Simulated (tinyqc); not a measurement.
Inside a calculation. Method: UKS/PBE in the sto-3g basis, for LiH+, spin multiplicity 2. One step of it, computed by the program tinyqc.

Problem. Iteration 1: building the Kohn-Sham matrix. J_ij = sum D_kl (ij|kl) with D = D(alpha) + D(beta); F = H + J + V_xc; E = tr D H + tr D J / 2 + E_xc + E_nn.

D(alpha) at the start, lower triangle:
```
            1Li 1s     1Li 2s   1Li 2px   1Li 2py    1Li 2pz     2H 1s
1Li 1s    0.039104
1Li 2s   -0.219256   1.337256
1Li 2px   0.000000   0.000000  0.000000
1Li 2py   0.000000   0.000000  0.000000  0.000000
1Li 2pz   0.007365   0.354410  0.000000  0.000000   1.452499
2H 1s     0.114626  -0.969379  0.000000  0.000000  -1.176396  1.325013
```

D(beta) at the start, lower triangle:
```
            1Li 1s     1Li 2s   1Li 2px   1Li 2py    1Li 2pz     2H 1s
1Li 1s    0.004732
1Li 2s   -0.047715   0.481165
1Li 2px   0.000000   0.000000  0.000000
1Li 2py   0.000000   0.000000  0.000000  0.000000
1Li 2pz  -0.076797   0.774427  0.000000  0.000000   1.246429
2H 1s     0.078007  -0.786624  0.000000  0.000000  -1.266059  1.285999
```

core Hamiltonian H = T + V (hartree), lower triangle:
```
            1Li 1s     1Li 2s    1Li 2px    1Li 2py    1Li 2pz      2H 1s
1Li 1s   -4.760297
1Li 2s   -1.069979  -1.407650
1Li 2px   0.000000   0.000000  -1.145930
1Li 2py   0.000000   0.000000   0.000000  -1.145930
1Li 2pz  -0.018450  -0.127782   0.000000   0.000000  -1.248614
2H 1s    -0.380666  -0.761155   0.000000   0.000000  -0.890433  -1.524772
```

Two-electron integrals (ij|kl) in chemists' order, unique and non-zero (hartree):
```
(11|11) 1.680395   (21|11) 0.265420   (21|21) 0.049941   (22|11) 0.397727
(22|21) 0.092860   (22|22) 0.290562   (31|31) 0.008981   (32|31) 0.013788
(32|32) 0.064184   (33|11) 0.396640   (33|21) 0.092880   (33|22) 0.290497
(33|33) 0.312946   (41|41) 0.008981   (42|41) 0.013788   (42|42) 0.064184
(43|43) 0.016869   (44|11) 0.396640   (44|21) 0.092880   (44|22) 0.290497
(44|33) 0.279207   (44|44) 0.312946   (51|51) 0.008981   (52|51) 0.013788
(52|52) 0.064184   (53|53) 0.016869   (54|54) 0.016869   (55|11) 0.396640
(55|21) 0.092880   (55|22) 0.290497   (55|33) 0.279207   (55|44) 0.279207
(55|55) 0.312946   (61|11) 0.089618   (61|21) 0.016931   (61|22) 0.031935
(61|33) 0.031558   (61|44) 0.031558   (61|51) 0.002000   (61|52) 0.003821
(61|55) 0.032705   (61|61) 0.006273   (62|11) 0.168017   (62|21) 0.039491
(62|22) 0.125883   (62|33) 0.119973   (62|44) 0.119973   (62|51) 0.006475
(62|52) 0.035674   (62|55) 0.137571   (62|61) 0.015865   (62|62) 0.084532
(63|31) 0.003573   (63|32) 0.015495   (63|53) 0.005841   (63|63) 0.006919
(64|41) 0.003573   (64|42) 0.015495   (64|54) 0.005841   (64|64) 0.006919
(65|11) 0.196470   (65|21) 0.046757   (65|22) 0.155068   (65|33) 0.144895
(65|44) 0.144895   (65|51) 0.010127   (65|52) 0.054539   (65|55) 0.175217
(65|61) 0.019740   (65|62) 0.115117   (65|65) 0.159931   (66|11) 0.352130
(66|21) 0.084340   (66|22) 0.291002   (66|33) 0.266282   (66|44) 0.266282
(66|51) 0.017065   (66|52) 0.108709   (66|55) 0.339934   (66|61) 0.035869
(66|62) 0.238770   (66|65) 0.339397   (66|66) 0.774606
```

nuclear repulsion = 1.06260484 hartree

V_xc(alpha) (hartree), lower triangle:
```
            1Li 1s     1Li 2s    1Li 2px    1Li 2py    1Li 2pz      2H 1s
1Li 1s   -0.389175
1Li 2s   -0.071453  -0.233456
1Li 2px   0.000000   0.000000  -0.219116
1Li 2py   0.000000   0.000000   0.000000  -0.219116
1Li 2pz   0.001909   0.005822   0.000000   0.000000  -0.260249
2H 1s    -0.025239  -0.120810   0.000000   0.000000  -0.158930  -0.411412
```

V_xc(beta) (hartree), lower triangle:
```
            1Li 1s     1Li 2s    1Li 2px    1Li 2py    1Li 2pz      2H 1s
1Li 1s   -0.269815
1Li 2s   -0.064241  -0.209982
1Li 2px   0.000000   0.000000  -0.199192
1Li 2py   0.000000   0.000000   0.000000  -0.199192
1Li 2pz   0.002658  -0.014897   0.000000   0.000000  -0.231861
2H 1s    -0.022665  -0.118414   0.000000   0.000000  -0.156991  -0.404838
```

E_xc = sum of w rho eps_xc = -0.74869588 hartree

Give: Coulomb J; F(alpha); F(beta); total energy of this density.

Solution.

Coulomb J (hartree), lower triangle:
```
         1Li 1s  1Li 2s  1Li 2px  1Li 2py  1Li 2pz  2H 1s
1Li 1s    1.130
1Li 2s    0.264   0.853
1Li 2px   0.000   0.000    0.828
1Li 2py   0.000   0.000    0.000    0.828
1Li 2pz   0.003   0.037    0.000    0.000    0.902
2H 1s     0.094   0.436    0.000    0.000    0.568  1.200
```

F(alpha) (hartree), lower triangle:
```
         1Li 1s  1Li 2s  1Li 2px  1Li 2py  1Li 2pz   2H 1s
1Li 1s   -4.020
1Li 2s   -0.877  -0.788
1Li 2px   0.000   0.000   -0.537
1Li 2py   0.000   0.000    0.000   -0.537
1Li 2pz  -0.014  -0.085    0.000    0.000   -0.607
2H 1s    -0.312  -0.446    0.000    0.000   -0.481  -0.736
```

F(beta) (hartree), lower triangle:
```
         1Li 1s  1Li 2s  1Li 2px  1Li 2py  1Li 2pz   2H 1s
1Li 1s   -3.900
1Li 2s   -0.870  -0.765
1Li 2px   0.000   0.000   -0.517
1Li 2py   0.000   0.000    0.000   -0.517
1Li 2pz  -0.013  -0.106    0.000    0.000   -0.579
2H 1s    -0.310  -0.443    0.000    0.000   -0.479  -0.730
```

total energy of this density = -1.22680 hartree
